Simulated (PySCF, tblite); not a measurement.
Energy landscape of H4Si, singlet: flattening of a tetrahedron along the D2d path, bond length relaxed. Scanned: the two opposite H-Si-H angles (109.47 = tetrahedral, 180 = square planar). Other coordinates (Si-H bond length) were minimised at B3LYP/def2-TZVP. Each profile is relative to its own lowest point.

```csv
a / °,A,B,C
90,11.7,8.4,11.3
95,6.4,4.3,6.1
100,2.7,1.8,2.6
105,0.6,0.4,0.6
109.47,0.0,0.0,0.0
115,0.9,0.5,0.8
120,3.0,1.7,2.9
130,11.2,6.0,10.8
140,23.8,11.8,23.0
150,40.3,18.1,38.9
160,59.7,24.0,57.7
170,79.9,28.2,77.7
180,—,30.0,—
```

Energies in kcal/mol.

Question: Match the curves with the methods CCSD(T) on RHF/cc-pVTZ, 5 core orbitals frozen run with PySCF 2.14.0; GFN2-xTB, 300 K electronic temperature (tblite); MP2 on RHF/cc-pVTZ, 5 core orbitals frozen run with PySCF.

Answer: A is MP2; B is GFN2-xTB; C is CCSD(T).

A dash means that the run gave no value there, or that the column was ended at a point which the program doubted or which failed a test of continuity chosen for this set; such a test can also cut sound points.
